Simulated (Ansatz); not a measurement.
Mulliken charges of C₂H₅F₂N, SMILES `NCC(F)F` from PBE/def2-TZVPP in Ansatz (PBE0-D4/def2-TZVP geometry).

```csv
atom,x (Å),y (Å),z (Å),charge (e)
N1,-1.414,0.342,0.063,-0.326
C2,-0.273,-0.455,0.441,-0.026
C3,1.034,-0.059,-0.207,0.224
F4,0.929,-0.133,-1.563,-0.176
F5,1.335,1.235,0.093,-0.176
H6,-1.259,1.315,0.297,0.143
H7,-1.562,0.295,-0.937,0.143
H8,-0.459,-1.505,0.193,0.075
H9,-0.132,-0.405,1.525,0.075
H10,1.883,-0.681,0.098,0.044
```

Problem. By hand: the dipole of these point charges (1 e Å = 4.8032 D).

Solution. Σ q r = (-0.064, -0.250, 0.222) e Å, of length 0.340 e Å = 1.63 D.

Problem. How does the dipole of the full density compare? (Best estimate.)

Solution. Computed: (0.053, -0.168, 0.126) e Å, 1.04 D; the point charges give 1.57 times that, at 25° from its direction.

Point charges leave out the atoms' own dipoles, such as those of lone pairs, and Mulliken's split depends on the basis, so the two needn't agree.
